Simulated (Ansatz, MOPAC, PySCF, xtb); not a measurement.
Barrier height from H + CH4 (SMILES C) to the transition structure CH5, without zero-point energy, on the benchmark's geometries as Psi4's copy of the set gives them.
Transition structure (charge 0, multiplicity 2):
```csv
atom,x (Å),y (Å),z (Å)
C,0.0000,0.2648,0.0000
H,1.0534,0.5167,0.0000
H,-0.5266,0.5170,0.9123
H,-0.5266,0.5170,-0.9123
H,-0.0003,-1.1178,0.0000
H,0.0001,-2.0218,0.0000
```

Open shells are unrestricted; no spin–orbit coupling.

Cores are frozen in the correlated methods. The state that PM3, PM6 reach isn't checked.

Codes used: Ansatz (an electronic-structure program); MOPAC for PM3, PM6 (differences of heats of formation); PySCF for M06-2X; xtb for the GFN methods. Each number belongs to the level named beside it. The GFN methods have no spin term and hold the electronic entropy of 300 K.

| level | barrier height (kcal/mol) |
|---|---|
| PM3 | -11.22 |
| PM6 | -15.91 |
| GFN2-xTB | 5.43 |
| HF/aug-cc-pVTZ | 23.53 |
| B97M-V/def2-TZVPPD | 11.15 |
| M06-2X/def2-TZVPPD | 15.61 |
| MP2/cc-pVDZ | … |
| CCSD/aug-cc-pVTZ | … |
| CCSDT(Q)/cc-pVDZ | 15.90 |

**Question.** Fill in the missing entries.

**Answer.** 
- MP2/cc-pVDZ, barrier height (kcal/mol): 20.58
- CCSD/aug-cc-pVTZ, barrier height (kcal/mol): 15.07
